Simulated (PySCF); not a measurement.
propane (C3H8), SMILES CCC. Atoms are numbered in the order given.

```xyz
11

C      1.2775     0.0000     0.2582
C      0.0000     0.0000    -0.5836
C     -1.2775     0.0000     0.2582
H      2.1889     0.0000    -0.3736
H      1.3267    -0.8935     0.9158
H      1.3267     0.8935     0.9158
H      0.0000     0.8855    -1.2567
H      0.0000    -0.8855    -1.2567
H     -2.1889     0.0000    -0.3736
H     -1.3267     0.8935     0.9158
H     -1.3267    -0.8935     0.9158
```
Charge 0, spin multiplicity 1.

Geometry optimised at PBE-D3(BJ)/def2-SVP.

Method: PBE-D3(BJ)/def2-SVP run with PySCF.

No scaling factor is applied to the harmonic values.

```
mode  ν (cm⁻¹)  IR (km/mol)  moving atoms (share of kinetic energy)
----  --------  -----------  --------------------------------------
1          227          0.0                                  H 98 %
2          276          0.0                          H 88 %, C 12 %
3          359          0.2                          C 55 %, H 45 %
4          731          5.0                                  H 93 %
5          871          1.2                          C 63 %, H 37 %
6          876          0.0                          H 90 %, C 10 %
7          897          2.4                          H 84 %, C 16 %
8         1058          0.3                          C 59 %, H 41 %
9         1132          1.5                          H 50 %, C 50 %
10        1156          0.6                          H 56 %, C 44 %
11        1262          0.0                          H 88 %, C 12 %
12        1303          3.7                          H 73 %, C 27 %
13        1347          6.6                          H 68 %, C 32 %
14        1354          1.5                          H 78 %, C 22 %
15        1411          0.0                                  H 97 %
16        1414          0.0                                  H 96 %
17        1422          1.6                                  H 94 %
18        1429         12.6                                  H 97 %
19        1436          4.2                                  H 92 %
20        2961         31.6                                  H 97 %
21        2962          1.7                                  H 95 %
22        2963         45.6                                  H 96 %
23        3000          6.4                           H 91 %, C 9 %
24        3042          0.0                           H 91 %, C 9 %
25        3049         68.8                           H 91 %, C 9 %
26        3055         19.4                           H 91 %, C 9 %
27        3056         34.2                           H 91 %, C 9 %
```
